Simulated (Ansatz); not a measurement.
Scan of BCl, triplet

Starting geometry (PBE0/def2-TZVP stationary point for this spin):

```xyz
2

B     0.0000    0.0000    0.0000
Cl    0.0000    0.0000    1.6966
```

From there Cl2 moves along the line of the two atoms named below, all else staying in place; atoms are numbered as listed. Energies are in kcal/mol, counted from the starting geometry at the same level. Kohn–Sham curves are unrestricted where that lies lower.

Basis 6-31G; Ansatz 0.2.0. Correlated methods freeze the noble-gas cores.

A value is left out where its run failed or describes another state than the reference as far as symmetry and spin tell, or, spin-broken singlets apart, can't be checked. The reference follows the lowest state, whose symmetry changes from Π to Σ⁺ or Δ between 3.137 and 3.816.

In so small a basis the reference is far from its limit while semilocal and hybrid functionals are nearer theirs (RPA and double hybrids share part of the reference's basis error), so the functionals' errors here hold much of the reference's basis and frozen-core error, which can add to them or hide them. The set has no polarisation functions, which weighs most on the reference.

Full CI is exact within this basis and frozen core; it isn't the basis-set limit.

| distance B1-Cl2 (Å) | full CI | r2SCAN | B97M-V | PBE0 | B3LYP | wB97M-V | B2PLYP |
| --- | --- | --- | --- | --- | --- | --- | --- |
| 1.333 | 117.6 | 111.5 | 110.1 | 109.1 | 110.5 | 109.3 | 112.4 |
| 1.543 | 21.1 | 19.0 | 18.6 | 18.2 | 19.0 | 18.3 | 19.4 |
| 1.697 | 0.0 | 0.0 | 0.0 | 0.0 | 0.0 | 0.0 | 0.0 |
| 1.842 | -2.8 | -1.2 | -1.1 | -0.5 | -1.4 | -0.7 | -1.6 |
| 2.024 | 4.0 | 7.4 | 7.1 | 8.7 | 6.5 | 8.2 | 6.4 |
| 2.364 | 23.0 | 30.6 | 28.5 | 31.9 | 26.9 | 30.0 | 27.7 |
| 2.746 | 35.2 | 49.7 | 43.4 | 48.2 | 40.9 | 42.0 | 41.0 |
| 3.137 | 37.5 | 58.1 | 49.2 | 54.3 | 46.4 | 45.2 | 44.6 |
| 3.816 | 36.9 | – | 52.1 | 56.2 | – | 46.2 | – |
| 4.675 | 37.3 | 62.8 | 53.0 | 56.6 | 48.9 | 46.6 | 45.5 |
| 5.654 | 37.6 | 63.1 | 53.4 | 56.9 | 49.0 | 46.9 | 45.7 |

r2SCAN at 5.654 Å lies 25.5 kcal/mol (68 %) above the reference in this basis. B3LYP at 5.654 Å lies 11.4 kcal/mol (30 %) above the reference in this basis. B2PLYP at 5.654 Å lies 8.1 kcal/mol (22 %) above the reference in this basis. wB97M-V at 5.654 Å lies 9.3 kcal/mol (25 %) above the reference in this basis.
